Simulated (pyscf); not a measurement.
Cl• + H₃C–C(Cl)(Cl)–Cl → Cl–C(Cl)(Cl)–Cl + CH₃• (substitution at C; doublet surface; C–C broken, C–Cl formed). Structures and frequencies: ωB97X-D3(BJ)/def2-SVP in PySCF. Energies in kcal/mol from the separated reactants.

| level | barrier | reaction energy |
|---|---|---|
| ωB97X-D3(BJ)/def2-TZVP | 76.5 | +22.0 |
| PBE/def2-TZVP | 61.1 | +17.1 |
| B3LYP-D3(BJ)/def2-TZVP | ? | ? |
| M06-2X/def2-TZVP | 74.2 | +22.4 |
| ωB97M-D3(BJ)/def2-TZVP | 76.1 | +22.3 |
| HF/def2-TZVP | ? | +28.1 |

Fill in the missing entries.


- B3LYP-D3(BJ)/def2-TZVP, barrier: 68.7
- B3LYP-D3(BJ)/def2-TZVP, reaction energy: +21.3
- HF/def2-TZVP, barrier: 98.1

The functionals in the table span 15.4 kcal/mol in this barrier, from PBE to ωB97X-D3(BJ). Abstraction by the radical was not located in this set and often lies lower. This is the saddle that the search found; another between the same sides may lie lower. The angle at the attacked C is 180°. An unrestricted DFT solution here is markedly spin-contaminated. Left out: the spin-orbit lowering of Cl.
